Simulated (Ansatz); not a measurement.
**HO+ (singlet): the correlation ladder at distance O1–H2 = 1.666 Å, aug-cc-pVDZ**

An exercise on one series of results from a longer session: the logs are not shown, and one member is left open.

Method: aug-cc-pVDZ, core rule «outside noble gas», up to 1 orbitals frozen; program: Ansatz 0.2.0, Gaussian basis.

To be run: UHF; CCSD(T) on RHF; CCSD(T) on UHF; BCCD(T) on RHF; CISD; CCSDT(Q) on RHF; CCSDT(Q) on UHF; CASSCF and MRCISD+Q, 2 electrons in 2 orbitals; CASSCF and NEVPT2, 2 electrons in 2 orbitals; CASSCF and MRCISD+Q, 6 electrons in 5 orbitals; CASSCF and NEVPT2, 6 electrons in 5 orbitals; Full CI; Full CI in the symmetry of the determinant.

30 further runs of the same task are left out: 2 for a known fault of the program, 18 that didn't finish, 10 set aside as unsound or not needed.

## The geometry

The geometry derives from a PBE0/def2-TZVP stationary point (not a proven minimum). One bond is set to the value named and the two fragments are kept rigid.

2 atoms, charge 1, spin multiplicity 1.

Atoms are counted from 1 here; the program's logs count them from 0.

No contacts short enough for the rule that draws bonds.

The first run:

The input, in.yaml:

```yaml
crystal:
  periodic: [false, false, false]
  atoms:
    - {symbol: O, position_ang: [0.000000, 0.000000, 0.000000]}
    - {symbol: H, position_ang: [0.000000, 0.000000, 1.666000]}
basis:
  gaussian: {orbitals: aug-cc-pVDZ}
total_charge: 1
magnetization: {spin_polarized: true, initial_magnetization: 0}
hamiltonian: {xc: hf}
output: {orbitals: {seedname: orbitals}}
```

The run is started by

```sh
$ ansatz run in.yaml --threads 1 --pin off --events-out ev --progress --plain --max-ram 2393MiB
```

Among the steps run: UHF; CCSD(T) on RHF; CCSD(T) on UHF; BCCD(T) on RHF; CISD; CCSDT(Q) on RHF; CCSDT(Q) on UHF; CASSCF and MRCISD+Q, 2 electrons in 2 orbitals; CASSCF and NEVPT2, 2 electrons in 2 orbitals; CASSCF and MRCISD+Q, 6 electrons in 5 orbitals; CASSCF and NEVPT2, 6 electrons in 5 orbitals; Full CI; Full CI in the symmetry of the determinant.

One table of the session follows, with a row left open; its other results are not shown here.

| method | from FCI (meV) |
| --- | --- |
| RHF | +5367.2 |
| RMP2 | +1534.8 |
| CISD | +839.0 |
| RCCSD | +548.4 |
| RCCSD(T) | +257.5 |
| BCCD(T) | +255.8 |
| RCCSDT | +22.5 |
| RCCSDT(Q) | -7.1 |
| CASSCF pair | ? |
| NEVPT2 pair | +576.8 |
| MRCISD pair | +212.1 |
| MRCISD+Q pair | -23.0 |
| CASSCF valence | +3304.3 |
| NEVPT2 valence | +550.4 |
| MRCISD valence | +115.0 |
| MRCISD+Q valence | +6.9 |
| FCI | 0 |

**Question.** Estimate the row for CASSCF pair.

**Answer.** from FCI (meV): +4229.5. In the column «from FCI (meV)» it lies between CASSCF valence (+3304.3) and RHF (+5367.2).

Left out of the table: UHF, UMP2, UCCSD, UCCSD(T), UCCSDT, UCCSDT(Q) (another determinant or state than the rows shown).

To keep in mind: The report flags that the cluster equations may have other roots. The program flags RCCSDT(Q) as in doubt, so those rows may rest on another solution; read them beside their warnings. RCCSDT(Q), MRCISD+Q pair fall below full CI, which methods that aren't variational can do.
